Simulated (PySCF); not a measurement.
Structure problem from calculated spectra and properties.

Formula: C3H5O; charge -1.

| Item | Value |
| --- | --- |
| XPS | C1s 284.6 (×2), C1s 285.8, O1s 528.8 eV [ΔSCF SCAN, pcX-2 on the ionised atom, pcseg-1 elsewhere, spin-free X2C] |
| NMR, other nuclei | isotropic shieldings of nuclei other than C and H, by class: 232 (1 O) ppm [GIAO PBE0/pcSseg-1] |
| 1H NMR | chemical shifts (computed TMS as zero) by class: 4.36 (1 H), -0.42 (2 H), -1.28 (2 H) ppm [GIAO PBE0/pcSseg-1] |
| Rotational structure | rotational constants A, B, C: 17.689, 7.131, 6.102 GHz [PBE0-D3(BJ)/def2-SVP] |
| Couplings | largest of the computed one-bond spin–spin couplings (means over like bonds): 13C–1H +156.9 (×2), 13C–1H +156.7, 13C–1H +150.9 (×2), 17O–13C +37.4, 13C–13C +12.1 (×2), 13C–13C +11.7 Hz [B3LYP/pcJ-1] |
| 13C NMR | chemical shifts (computed TMS as zero) by class: 58.4 (1 C), 11.9 (2 C) ppm [GIAO PBE0/pcSseg-1] |

The electronic properties come from PySCF, for the isolated species, density fitting. Levels stand in brackets. Isolated species at its PBE0-D3(BJ)/def2-SVP geometry, gas phase. The geometry's basis has no diffuse functions, a weakness for an anion. The HOMO energy is positive, so at this level the finite basis confines the outermost electrons. No diffuse functions stand in pcJ-1 and pcSseg-1, which bears on an anion's orbital energies. NMR values are class means; diastereotopic atoms form classes of their own.

Question: What is the compound? Reason from the data.

Answer: Numbering: `[O-:1][CH:2]1[CH2:3][CH2:4]1`. 3 carbons fall into 2 classes; from least to most shielded: ring sp3 carbon bound to oxygen [C2] (58.4 ppm), three-membered-ring carbon [C3/C4] (11.9 ppm, 2 C). Hydrogen classes from least to most shielded: 1 H on an sp3 carbon bound to oxygen, C2 (4.36 ppm), 2 H on 2 three-membered-ring carbons, C3/C4 (-0.42 ppm), 2 H on 2 three-membered-ring carbons, C3/C4 (-1.28 ppm). The other shieldings belong to: 232 ppm, alkoxide oxygen [O1]. The couplings run between: +156.9 Hz, three-membered-ring carbon [C3] and its hydrogen (with 1 like pair); +156.7 Hz, sp3 carbon bound to oxygen [C2] and its hydrogen; +150.9 Hz, three-membered-ring carbon [C3] and its hydrogen (with 1 like pair); +37.4 Hz, alkoxide oxygen [O1] and sp3 carbon bound to oxygen [C2]; +12.1 Hz, sp3 carbon bound to oxygen [C2] and three-membered-ring carbon [C3] (with 1 like pair); +11.7 Hz, three-membered-ring carbon [C3] and three-membered-ring carbon [C4]. The core levels belong to: C1s 284.6 eV, three-membered-ring carbon [C3/C4]; C1s 285.8 eV, sp3 carbon bound to oxygen [C2]; O1s 528.8 eV, alkoxide oxygen [O1]. The optimised geometry has point group Cs and is an asymmetric top. Structure: `[O-]C1CC1`. The assignments are read from this structure; whether some other isomer fits the data as well wasn't checked.
